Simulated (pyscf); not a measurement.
PySCF, gas phase, ωB97X-D3(BJ)/def2-SVP geometries. Correlated levels are frozen-core, on RHF or UHF. ΔMP2 is the change of the MP2 total energy from the triple- to the quadruple-zeta basis.

Task: Estimate by transition-state theory the rate constant of H₂B–NH₂ + hydrogen chloride (HCl) → H₂B–Cl + ammonia (NH₃) (singlet surface; B–N, Cl–H broken, B–Cl, H–N formed) at 298 K, with CCSD(T)/def2-TZVPP + ΔMP2(QZVPP) energies (ideal gas, 1 atm, RRHO with modes under 100 cm⁻¹ raised to 100, one conformer, R ln 2 for rigid chiral ones; no tunnelling).

Result: The electronic barrier is 15.6 kcal/mol and the thermal terms add +8.9, so ΔG‡ = 24.5 kcal/mol. With k_BT/h = 6.21e+12 s⁻¹ and RT = 0.592 kcal/mol, and a volume of 4.06e-20 cm³ per molecule at 1 atm, k = 2.9e-25 cm³ molecule⁻¹ s⁻¹. Wigner's tunnelling factor for 1131i cm⁻¹ would be 2.24, likely too low at so high a frequency. A shift of 1 kcal/mol in the barrier changes k by a factor 5.4. On the product side the descent ends in an adduct with a B–N contact, 28.5 kcal/mol under the separated species and 30.6 kcal/mol under the saddle at ωB97X-D3(BJ)/def2-TZVP. What is counted as broken (B–N) persists as a longer contact in the product adduct; parting that adduct is a step of its own. At ωB97X-D3(BJ) the barrier from the zero used here is 13.5 kcal/mol. This is the saddle that the search found; another between the same sides may lie lower. The CCSD(T) − MP2 part came from Ansatz, without density fitting, on the same reference.
